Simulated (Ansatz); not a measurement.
Two isomers of C4H7NS: A = `CNCC#CS`, B = `C#CC(C)(N)S`.

Computed with Ansatz on PBE0-D4/def2-TZVP structures; ΔE is electronic, products minus reactants. CCSD(T)/CBS is the MP2 limit (def2-TZVPP, def2-QZVPP) plus CCSD(T) − MP2 in def2-TZVPP, frozen cores. Functionals use def2-TZVPP. B3LYP here is the variant with VWN-RPA as its local correlation; programs differ in this. Each species was taken in one conformer, which may not be the lowest.

A:

```xyz
13

C    -0.162    2.171   -0.786
N    -0.080    1.052    0.125
C     0.169   -0.200   -0.564
C     0.090   -1.348    0.320
C     0.012   -2.299    1.058
S    -0.221   -3.644    2.033
H    -0.908    2.044   -1.588
H     0.810    2.327   -1.263
H    -0.404    3.079   -0.231
H    -0.929    0.970    0.669
H     1.171   -0.156   -1.009
H    -0.527   -0.371   -1.407
H     0.979   -3.625    2.643
```

B:

```xyz
13

C     0.501    0.255   -2.456
C     0.299    0.024   -1.295
C     0.079   -0.218    0.134
C    -1.245    0.394    0.573
N     1.143    0.302    0.978
S     0.053   -2.047    0.303
H     0.681    0.452   -3.487
H    -1.212    1.480    0.442
H    -1.412    0.173    1.628
H    -2.067   -0.004   -0.019
H     2.030   -0.097    0.694
H     1.206    1.308    0.861
H    -0.056   -2.020    1.643
```

Which isomer does CCSD(T)/CBS put lower? Give the gap. (Best estimate.)

Ansatz gave: B, by 9.4 kcal/mol.

Give E(B) − E(A) in kcal/mol with CCSD(T)/def2-TZVPP, PBE-D4, CCSD/def2-TZVPP, B3LYP, B3LYP-D4, PBE0-D4, ωB97M-V. (Best estimate.)

Computed: CCSD(T)/def2-TZVPP -9.1, PBE-D4 -5.0, CCSD/def2-TZVPP -8.3, B3LYP -3.0, B3LYP-D4 -5.8, PBE0-D4 -5.4, ωB97M-V -8.2. None reverses the order clearly.

Largest T1 diagnostic: 0.012.

In def2-TZVPP, CCSD(T) changes the Hartree–Fock value by −5.0 kcal/mol (the triples alone add −0.8 kcal/mol) and MP2 by −6.1 kcal/mol. The D4 term adds −2.8 kcal/mol with B3LYP and −1.4 kcal/mol with PBE0; it sums over pairs of atoms, weighted by their polarisabilities, and B3LYP, whose exchange is more repulsive, gets the larger term.
